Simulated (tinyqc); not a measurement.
Orbital energy against energy difference: ionisation energy by orbital energies and by energy differences in the 6-31g basis, for H2O, spin multiplicity 1. Computed by the program tinyqc with PySCF. The cation is unrestricted; errors are against CCSD(T) in this basis, not against experiment.

Geometry (angstrom):
```
atom       x        y       z
O     0.0000   0.0000  0.0000
H     0.0000   0.7890  0.4700
H     0.0000  -0.7890  0.4700
```

CCSD(T) difference in the same basis = 11.8882 eV

IP-EOM-CCSD = 11.6541 eV

First vertical ionisation energy (eV):
```
method     -e(HOMO)  E(cation) - E  error of -e(HOMO)  error of the difference
HF          13.5298      10.990612             1.6416                  -0.8976
LDA          6.2327      12.754671            -5.6555                   0.8665
PBE          6.1482      12.425083            -5.7400                   0.5369
B3LYP        7.8870      12.476664            -4.0012                   0.5885
PBE0         8.2592      12.365860            -3.6290                   0.4777
CAM-B3LYP    9.7819      12.470847            -2.1062                   0.5827
LC-wPBE     11.2410      12.518054            -0.6472                   0.6299
```

What does the comparison show, and why?

Koopmans errs by +1.64 eV and Delta-HF by -0.90 eV: relaxation, 2.54 eV, lowers the value and the missing correlation difference works against it. The PBE level is off by -5.7 eV through the wrong tail of its potential, though its energy difference is off by +0.54 eV; exact exchange deepens the level, and among the orbital energies LC-wPBE comes closest; among the differences PBE0 does.
